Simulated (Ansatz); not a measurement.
Task: a ranking of conformers of C₄H₉N, SMILES CC=NCC, with Ansatz 0.2.0 through its Python package. Give the script and its output. Settings (for the species named): Hartree-Fock, def2-SVP basis, multiplicity 1.

`conformers_c4h9n.py`
```python
'''Rank force-field conformers of C4H9N by single points.'''

import ansatz as az
from rdkit import Chem
from rdkit.Chem import AllChem

BASIS_SET = 'def2-SVP'
XC = 'hf'

rd = Chem.AddHs(Chem.MolFromSmiles('CC=NCC'))
ids = list(AllChem.EmbedMultipleConfs(rd, numConfs=20, randomSeed=651, pruneRmsThresh=0.4))
field = [energy for _, energy in AllChem.MMFFOptimizeMoleculeConfs(rd)]
distinct = {round(e, 2): i for i, e in zip(ids, field)}
chosen = sorted(distinct.items())[:3]
found = []
for force_field, index in chosen:
    system = az.Crystal.molecule()
    for atom, xyz in zip(rd.GetAtoms(), rd.GetConformer(index).GetPositions()):
        system = system.atom(atom.GetSymbol(), xyz.round(5).tolist())
    calc = (
        system.calculation()
        .basis(gaussian=BASIS_SET)
        .functional(XC)
    )
    found.append(calc.run().report['free_energy_ev'])
print('conformer   MMFF (kcal/mol)   this level (kJ/mol)')
for (force_field, index), e in zip(chosen, found):
    print(f'{index:9d} {force_field - chosen[0][0]:17.2f} {96.485332 * (e - min(found)):17.3f}')
```

```console
$ python conformers_c4h9n.py
conformer   MMFF (kcal/mol)   this level (kJ/mol)
        2              0.00             0.000
        3              2.54             7.297
```

The conformers keep their force-field geometries. Finished in 2.1 s on 1 thread of Arm Neoverse V2, with other jobs on the host, peak memory 0.31 GiB.

(Lines on the test bed's own set-up are left out of the output.)
